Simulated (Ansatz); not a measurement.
# SiH2S: a short trajectory

Aim: follow SiH2S for 30 steps with a Nosé-Hoover thermostat (1000 K) and see how far bonds stretch and how energy moves between motion and potential.

The runs use Ansatz 0.2.0, Gaussian basis; BLYP/6-31G*.

## Step 1: The geometry

An earlier PBE0-D4 in a triple-zeta def2 set relaxation fixed the geometry.

4 atoms, charge 0, spin multiplicity 1.

Atoms are counted from 1 here; the program's logs count them from 0.

Bond lengths: Si1–S2 2.115 Å, Si1–H3 1.525 Å, S2–H4 1.346 Å. Angles: S2–Si1–H3 89.3°, Si1–S2–H4 97.5°.

## Step 2: The run

Input file in.yaml:

```yaml
crystal:
  periodic: [false, false, false]
  atoms:
    - {symbol: Si, position_ang: [-0.262757, -1.074443, 0.161085]}
    - {symbol: S, position_ang: [0.190500, 0.958847, -0.206590]}
    - {symbol: H, position_ang: [1.017471, -1.190823, 0.981388]}
    - {symbol: H, position_ang: [-0.889714, 1.246019, -0.956184]}
basis:
  gaussian: {orbitals: "6-31G*"}
hamiltonian: {xc: {name: BLYP}}
md: {timestep: 1 fs, n_steps: 30, ensemble: nvt_nose_hoover, temperature: 1000, initial_velocities: maxwell_boltzmann, seed: 79}
```

Command:

```console
ansatz run in.yaml --threads 2 --pin off --events-out ev --progress --plain --max-ram 32768MiB --backend cpu
```

Log (excerpt; [...] marks lines left out):

```text
Functional definition: BLYP
  name "BLYP"
  cite "Becke, Phys. Rev. A 38, 3098 (1988) doi:10.1103/PhysRevA.38.3098"
  cite "Lee, Yang & Parr, Phys. Rev. B 37, 785 (1988) doi:10.1103/PhysRevB.37.785"
[...]
504 factors; their error is unknown
[...]
mean field -18743.76911550 eV, -688.8208100116 hartree, gradient 3.7e-5 eV, S^2 0.000000; 0 other end points of the search recorded, 0 dependent functions left out
[...]
reference -18743.76937575 eV, -688.8208195756 hartree; 16, 16 occupied and 26, 26 virtual orbitals, 504 factors
md step     0: t =     0.00 fs  T =  1000.0 K  F+E_penalty+E_count = -18743.76911550 eV  E_kin = 0.258520 eV  conserved = -18743.51059550 eV  (23 SCF iters)
[...]
md step     7: t =     7.00 fs  T =   832.4 K  F+E_penalty+E_count = -18743.72125273 eV  E_kin = 0.215201 eV  conserved = -18743.50623695 eV  (27 SCF iters)
[...]
md step    14: t =    14.00 fs  T =   744.2 K  F+E_penalty+E_count = -18743.69888256 eV  E_kin = 0.192387 eV  conserved = -18743.50751035 eV  (26 SCF iters)
[...]
md step    21: t =    21.00 fs  T =   672.9 K  F+E_penalty+E_count = -18743.68011257 eV  E_kin = 0.173970 eV  conserved = -18743.50831105 eV  (27 SCF iters)
[...]
md step    28: t =    28.00 fs  T =   679.0 K  F+E_penalty+E_count = -18743.67813164 eV  E_kin = 0.175535 eV  conserved = -18743.50668530 eV  (26 SCF iters)
[...]
md step    29: t =    29.00 fs  T =   377.6 K  F+E_penalty+E_count = -18743.59632381 eV  E_kin = 0.097629 eV  conserved = -18743.50310795 eV  (26 SCF iters)
[...]
md step    30: t =    30.00 fs  T =   149.7 K  F+E_penalty+E_count = -18743.53490417 eV  E_kin = 0.038704 eV  conserved = -18743.50078437 eV  (25 SCF iters)
Total energy: -18743.53516764 eV, -688.8122125862 hartree
Atom 0 at    -0.276610    -1.162011     0.181035 Å, force    -1.027507     1.112981    -0.991352 eV/Å
Atom 1 at     0.206642     1.034425    -0.219247 Å, force    -1.740006    -0.553014    -0.984158 eV/Å
Atom 2 at     0.959374    -1.288656     0.952370 Å, force     1.158822     0.002951     0.721794 eV/Å
Atom 3 at    -0.959035     1.379884    -1.080468 Å, force     1.608690    -0.562919     1.253715 eV/Å
Dipole moment:    -0.096337    -0.099983    -0.030348 e Å
```

It took 20 s on 2 threads, shared host.

## Step 3: The trajectory

Every 2 steps, with energies from the start:

| time (fs) | T (K) | potential (meV) | conserved (meV) | S2–H4 (Å) |
| --- | --- | --- | --- | --- |
| 0.0 | 1000 | 0.0 | 0.00 | 1.346 |
| 2.0 | 780 | 62.5 | 5.57 | 1.449 |
| 4.0 | 353 | 176.6 | 9.33 | 1.496 |
| 6.0 | 570 | 118.6 | 7.49 | 1.463 |
| 8.0 | 987 | 4.7 | 1.07 | 1.365 |
| 10.0 | 591 | 113.6 | 7.37 | 1.273 |
| 12.0 | 543 | 124.7 | 5.85 | 1.284 |
| 14.0 | 744 | 70.2 | 3.09 | 1.384 |
| 16.0 | 446 | 151.7 | 7.26 | 1.472 |
| 18.0 | 355 | 176.3 | 7.90 | 1.490 |
| 20.0 | 608 | 108.1 | 4.88 | 1.427 |
| 22.0 | 539 | 124.0 | 2.41 | 1.322 |
| 24.0 | 148 | 235.1 | 12.08 | 1.263 |
| 26.0 | 728 | 74.5 | 0.93 | 1.321 |
| 28.0 | 679 | 91.0 | 3.91 | 1.427 |
| 30.0 | 150 | 234.2 | 9.81 | 1.490 |

Positions (Å) and forces (eV/Å) at 30.0 fs:

```xyz
4

Si   -0.277   -1.162    0.181   -1.028    1.113   -0.991
S     0.207    1.034   -0.219   -1.740   -0.553   -0.984
H     0.959   -1.289    0.952    1.159    0.003    0.722
H    -0.959    1.380   -1.080    1.609   -0.563    1.254
```

## Step 4: What came out

```
                              quantity                          value
                                length             30 steps of 1.0 fs
     temperature, first and last frame                    1000, 150 K
              temperature, second half  mean 476 K, from 148 to 849 K
                swing of the potential                        235 meV
largest change of the conserved energy                      12.08 meV
                        range of S2–H4               1.262 to 1.496 Å
```

What this shows: From 1000 K at the start the temperature swings between 148 and 1004 K: with 4 atoms it has no steady value yet; starting near a minimum, about half of the kinetic energy flows into the potential. The conserved energy moves by 12.08 meV, 5.1 % of the potential's swing. S2–H4 swings most, by 0.23 Å; no bond breaks. A run of 30 fs gives no averages.
